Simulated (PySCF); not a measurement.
## Relaxation of singlet P₄

These are results of PBE0/[P def2-TZVP], no relativity, density fitting, PySCF, not measurements. A (50,194) grid was used.

A hand-made tetrahedron start, of Td symmetry, held to at least that symmetry:

```xyz
4
charge 0 multiplicity 1, angstrom
P     0.7849    0.7849    0.7849
P     0.7849   -0.7849   -0.7849
P    -0.7849    0.7849   -0.7849
P    -0.7849   -0.7849    0.7849
```

Optimiser trace:
| step | E − E(last) (kJ/mol) | largest gradient (Eh/bohr) |
| --- | --- | --- |
| 0 | 4.20 | 0.01077 |
| 1 | 0.27 | 0.00282 |
| 2 | 0.00 | 0.00021 |
| 3 | 0.00 | 0.00000 |

It ends at Td with P–P 2.184 Å (×6); P–P–P 60.0° (×12). A frequency run shows a minimum. Other isomers or separated fragments may lie lower.

Final geometry:
Coordinates in bohr (charge 0 multiplicity 1):
```
P     1.4591    1.4591    1.4591
P     1.4591   -1.4591   -1.4591
P    -1.4591    1.4591   -1.4591
P    -1.4591   -1.4591    1.4591
```
